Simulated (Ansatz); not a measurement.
Mulliken charges of C₄H₄FN, SMILES `Fc1ccc[nH]1` from PBE/def2-TZVPP in Ansatz (PBE0-D4/def2-TZVP geometry).

```csv
atom,x (Å),y (Å),z (Å),charge (e)
F1,1.908,0.396,-1.476,-0.155
C2,0.899,0.102,-0.670,0.207
C3,0.544,-1.075,-0.085,-0.215
C4,-0.625,-0.782,0.673,-0.149
C5,-0.918,0.543,0.512,-0.122
N6,0.032,1.081,-0.321,-0.096
H7,1.054,-2.018,-0.187,0.111
H8,-1.186,-1.481,1.272,0.118
H9,-1.713,1.149,0.914,0.129
H10,0.090,2.035,-0.629,0.171
```

Problem. By hand: the dipole of these point charges (1 e Å = 4.8032 D).

Solution. Σ q r = (-0.253, 0.235, 0.116) e Å, of length 0.364 e Å = 1.75 D.

Problem. How does the dipole of the full density compare? (Best estimate.)

Solution. Ansatz gave: (-0.164, 0.329, 0.026) e Å, 1.77 D; the point charges give 0.99 times that, at 25° from its direction.

Point charges leave out the atoms' own dipoles, such as those of lone pairs, and Mulliken's split depends on the basis, so the two needn't agree.
